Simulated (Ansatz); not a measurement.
Input file:

```yaml
crystal:
  periodic: [false, false, false]
  atoms:
    - {symbol: Ge, position_ang: [0.000000, 0.000000, 0.000000]}
    - {symbol: Ge, position_ang: [0.000000, 0.000000, 3.303000]}
basis:
  gaussian: {orbitals: cc-pVDZ}
magnetization: {spin_polarized: false, initial_magnetization: 2}
correlation: {method: ccsdtq, electrons: outside_noble_gas}
```

```sh
$ ansatz run in.yaml --threads 2 --pin off --events-out ev --progress --plain --max-ram 23808MiB --backend cuda --devices 0, --max-vram 18GiB
```

The program prints:

```
1030 factors; integrals over basis functions are off by at most 1.9e-7 eV
mean field evaluation 1: about -112941.6001 eV, gradient 3.5e0 eV
mean field evaluation 2: about -112941.6228 eV, gradient 3.6e0 eV
mean field evaluation 4: about -112941.7686 eV, gradient 2.8e-1 eV
mean field evaluation 8: about -112941.7697 eV, gradient 4.3e-2 eV
mean field evaluation 16: about -112941.7698 eV, gradient 1.0e-5 eV
mean field evaluation 32: about -112942.6371 eV, gradient 1.3e-1 eV
mean field evaluation 64: about -112941.6001 eV, gradient 3.5e0 eV
mean field evaluation 96: about -112940.9275 eV, gradient 2.0e-6 eV
mean field evaluation 128: about -112941.1477 eV, gradient 9.4e-1 eV
mean field evaluation 160: about -112941.0084 eV, gradient 5.8e-1 eV
...
cycle  20  -5.39076509 eV  change    1.9e-6 eV  update   1.4e-5
cycle  21  -5.39076291 eV  change    2.2e-6 eV  update   1.1e-5
cycle  22  -5.39076217 eV  change    7.4e-7 eV  update   7.9e-6
cycle  23  -5.39075667 eV  change    5.5e-6 eV  update   6.0e-6
cycle  24  -5.39075560 eV  change    1.1e-6 eV  update   4.0e-6
cycle  25  -5.39075139 eV  change    4.2e-6 eV  update   2.9e-6
cycle  26  -5.39074818 eV  change    3.2e-6 eV  update   1.3e-6
cycle  27  -5.39074754 eV  change    6.4e-7 eV  update   5.9e-7
cycle  28  -5.39074696 eV  change    5.9e-7 eV  update   3.3e-7
cycle  29  -5.39074711 eV  change   -1.5e-7 eV  update   1.8e-7
WARN: these amplitudes may be one of several solutions (largest doubles amplitude 0.33, level shift 2.18 eV)
Total energy: -112947.16051323 eV, -4150.7315905263 hartree
```

Ran on 2 threads of AMD EPYC 7R13 with a shared H100 80 GB, shared host: 28 s wall, 0.88 GiB peak host memory.
